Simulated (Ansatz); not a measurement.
## Bulk modulus B0 of some cubic elemental solids other than molecular ones

Method: r²SCAN0 in Ansatz (plane waves, PAW). References are measured values corrected to a static lattice. The table is a random draw of 8 from 22 solids with such references.

Values in GPa.

```
solid                        reference  r²SCAN0  error (%)
--------------------  ----------------  -------  ---------
fcc Ag                   110 (104–111)     90.7      -17.5
diamond-structure Ge              77.3     80.3       +3.9
diamond                            455      479       +5.3
fcc Al                80.8 (77.1–82.0)     95.0      +17.6
fcc Ir                             365      417      +14.2
fcc Pd                   195 (187–198)      182       -6.7
bcc Li                13.8 (13.1–13.9)     12.7       -8.0
bcc K                             3.75     3.41       -9.1
```

Over these 8 solids the mean error is 0.0 %, the mean absolute error 10.3 % (median 8.5 %), and the worst case fcc Al at +17.6 %; the value is too high in 4 of 8 cases. Over all 22, from unrounded values, the mean error is +1.6 % and the mean absolute error 9.0 % (median 7.4 %).

All these references are brought to a static lattice.

Spin–orbit coupling is left out, also for the solids with elements from indium on (fcc Ir); its size isn't shown.

Exact exchange on metals is sensitive to the k mesh.

Brackets give the range of the sources taken for a reference, where it is wide; it can hold other temperatures.

Differences are worked out from the printed values.

Each level is taken at its own relaxed cell. Ansatz's density-functional and Hartree–Fock values are scalar-relativistic unless marked +SOC, with PAW data made under PBE.

Ansatz's runs of these crystals have no spin polarisation. Meta-GGAs and exact exchange favour moments, which can bear on fcc Pd.

Not in this set, of the elemental solids other than molecular ones with a reference value in our tables and a result at some level: 15 for no value at r²SCAN0 (not run, a failed fit, an unstable or unbound cell, or a value held back for tests); 6 for sources at odds; 4 for a reference at room or unstated temperature; 1 for a run that failed a test (r²SCAN0); 1 for a value of another source that differs by over 15 % in a way that heat doesn't explain. These can be a level's best or worst cases. Solids without a released value at any level aren't counted. Layered and molecular crystals are counted apart. The metals Ce to Yb are counted apart.

References as tabulated in Levämäki et al. (2014), arXiv:1402.3671; Tanner et al. (2021), arXiv:2110.11888; Mejia-Rodriguez and Trickey (2018), arXiv:1807.09216; doi:10.1021/acs.jctc.3c00612.

Ansatz is a first-principles code.
